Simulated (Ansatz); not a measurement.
## Worked example: CClF3 + LiSH → CHF3S + LiCl

Species: CClF3 `FC(F)(F)Cl`, singlet; LiSH `[Li][SH]`, singlet; CHF3S (trifluoromethanethiol) `FC(F)(F)S`, singlet; LiCl, singlet. The partners trade Cl for SH: C–Cl and Li–SH bonds give way to C–SH and Li–Cl.

Shapes, held fixed at every level: PBE0-D4/def2-TZVP. Programs: Ansatz 0.2.0. The zero-point and thermal change to 298 K, harmonic and unscaled (PBE0-D4/def2-TZVP), is +3.5 kJ/mol.

At CCSD(T)/def2-TZVPP; 1 Eh = 2625.50 kJ/mol:

```
species  energy (Eh)
  CClF3  -796.987695
   LiSH  -405.870901
  CHF3S  -735.591771
   LiCl  -467.302589
```

Question: Work out ΔH(298 K) of the reaction at this level.

Answer: 
1. Products less reactants: (-735.591771) + (-467.302589) − [(-796.987695) + (-405.870901)] = -0.035764 Eh = -93.9 kJ/mol.
2. With the thermal change: -93.9 + (+3.5) = -90.4 kJ/mol.

Other levels give -95.6 (B3LYP-D4/def2-TZVPP) to -85.0 kJ/mol (SPW92/def2-TZVPP). No measured value is set beside it here. Outer-core shells of Li are correlated in most correlated rows, in sets that cover them unevenly.
